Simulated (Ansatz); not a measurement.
bcc W: PBE at its full settings (plane-wave cutoff 520 eV, 24×24×24 k mesh, Fermi–Dirac smearing 0.05 eV, no spin polarisation, scalar-relativistic PAW data made under PBE) and at cheaper ones, in a cell of 1 atom with Γ-centred meshes.

```csv
level and setting,equilibrium lattice constant a (Å),bulk modulus B0 (GPa)
PBE (Ansatz),3.184,303
PBE (300 eV cutoff) (Ansatz),3.184,303
PBE (Γ point alone) (Ansatz),3.477,238
PBE (2×2×2 k mesh) (Ansatz),3.218,333
PBE (4×4×4 k mesh) (Ansatz),3.180,303
PBE (6×6×6 k mesh) (Ansatz),3.177,306
PBE (Fermi-Dirac smearing of 0.3 eV) (Ansatz),3.185,299
```

Largest shifts from the full settings: lattice constant a +9.20 % (PBE (Γ point alone)), against a difference of +0.76 % of the full result from the reference 3.16 Å (measured, static lattice: zero-point anharmonic expansion removed; as tabulated in Mejia-Rodriguez and Trickey (2018), arXiv:1807.09216); bulk modulus -21 % (PBE (Γ point alone)), against a difference of -2.9 % of the full result from the reference 312 GPa (measured, zero-point energy and finite temperature contributions removed, sources range from 300 to 328; as tabulated in doi:10.1021/acs.jctc.3c00612).

Ansatz's density-functional and Hartree–Fock values are scalar-relativistic unless marked +SOC, with PAW data made under PBE.

Run with cheap settings on purpose, which may leave them unconverged: PBE (2×2×2 k mesh), PBE (300 eV cutoff), PBE (4×4×4 k mesh), PBE (6×6×6 k mesh), PBE (Fermi-Dirac smearing of 0.3 eV), PBE (Γ point alone).

Ansatz is a program for electronic structure.
